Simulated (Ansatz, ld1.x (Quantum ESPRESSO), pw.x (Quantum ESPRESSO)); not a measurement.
Equation-of-state test of one ultrasoft potential (niobium (Nb))

Nb, ultrasoft, made with ld1.x (Quantum ESPRESSO) 7.5 (PBE, scalar-relativistic). Core [Kr], reference 4d4 5s0 5p0 (charge +1). Waves: 5s (bound, empty): rcut 2.25, rcutus 2.80 bohr; 5s channel at 0.1 Ry: rcut 2.25, rcutus 2.80 bohr; 5p (bound, empty): rcut 3.05, rcutus 3.90 bohr; 5p channel at 0.2 Ry: rcut 3.05, rcutus 3.90 bohr; 4d (bound): rcut 1.20, rcutus 1.60 bohr; 4d channel at 0.05 Ry: rcut 1.20, rcutus 1.60 bohr. Local part: all-electron potential smoothed inside 2.70 bohr (lloc = -1). Core correction: Bessel-smoothed model core inside 1.65 bohr. Augmentation charge: built from norm-conserving waves at rcut, not smoothed further.

Atomic tests: cutoffs needed: 35 Ry and 45 Ry (the cutoffs (Ry, on a coarse ladder) from which the occupation-weighted sum of valence levels, in a spherical-Bessel basis at the reference potential, stays within 10 and 1 mRy of its value at 400 Ry); ghost test: no extra level below or beside the all-electron valence levels (s, p, d, f tested) (spherical-Bessel basis up to 400 Ry, 20 bohr box); largest excitation error: -1772 meV (all-electron minus pseudo) for 4d1 5s0 5p0, out of 7 test configurations.

Crystal test: bcc Nb in pw.x 7.5, no spin, 14³ k-points, Fermi–Dirac smearing 0.01 Ry, cutoffs 55/600 Ry. The reference is all-electron LAPW (Ansatz 0.2.0) with the same functional, mesh and smearing; V0 and B0 come from Birch–Murnaghan fits to the pressures at five volumes. Errors are pseudo minus all-electron; Δ is the rms difference of the E(V) curves that follow from these fits, minima aligned, over ±6 % about the mean V0. Mesh and smearing are coarse, so the numbers serve the comparison and aren't converged zero-temperature values; the lattice is a test structure that the element need not adopt.

All-electron: a0 = 3.314 Å (V0 = 18.20 Å³/atom), B0 = 167.9 GPa.

**Question.** How far does the potential miss the all-electron equation of state?

**Answer.** mean pressure error (GPa): +0.44; a0 (Å): 3.317; a0 error (%): +0.08; B0 error (%): +0.6; Δ (meV/atom): 1.7. The largest radius (3.90 bohr) exceeds half the bond length (2.71 bohr), so the spheres overlap, which is one possible source of error among others. The logarithmic derivative shows an extra or strongly shifted pseudo pole above the reference energy (s near 1.12 Ry).

```csv
V (Å³/atom),P all-electron (GPa),P pseudo (GPa)
17.270,9.63,10.20
17.725,4.62,5.12
18.179,0.16,0.59
18.633,-3.83,-3.45
19.088,-7.38,-7.05
```

**Question.** At the middle volume, how do free energy and pressure move when the wave cutoff is lowered (ecutrho held at 600 Ry)?

**Answer.**

```json
{"cutoff (Ry)": "25", "shift of F (meV/atom)": "+971.1", "shift of P (GPa)": "-29.43"}
{"cutoff (Ry)": "33", "shift of F (meV/atom)": "+152.6", "shift of P (GPa)": "-7.89"}
{"cutoff (Ry)": "44", "shift of F (meV/atom)": "+2.3", "shift of P (GPa)": "-0.11"}
```

The run at the middle volume (104 k-points, 9 iterations) took about 12 s on one core of a shared host (Neoverse-V1, 32 threads, 247 GiB, load 24).
